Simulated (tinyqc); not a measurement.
Inside a calculation. Method: coupled-perturbed Hartree-Fock on RHF in the sto-3g basis, for H2O, spin multiplicity 1. One step of it, computed by the program tinyqc.

Problem. Response to a field: uncoupled start. Field along y; U_ai = -mu_ai / (e_a - e_i), alpha = -4 sum U_ai mu_ai.

orbital energies (hartree): MO1 -20.251114, MO2 -1.241158, MO3 -0.585650, MO4 -0.448161, MO5 -0.389081, MO6 0.549762, MO7 0.670927

dipole integrals <a|y|i> (bohr), order a6, a7:
$$\begin{pmatrix}
0.000000 & 0.000000 & -0.859664 & 0.000000 & 0.000000 \\
0.055409 & -0.114838 & 0.000000 & -0.713943 & 0.000000
\end{pmatrix}$$

Give: uncoupled U; uncoupled polarisability.

Solution.

uncoupled U, order a6, a7:
$$\begin{pmatrix}
0.000 & 0.000 & 0.757 & 0.000 & 0.000 \\
-0.003 & 0.060 & 0.000 & 0.638 & 0.000
\end{pmatrix}$$

uncoupled polarisability = 4.454 bohr^3
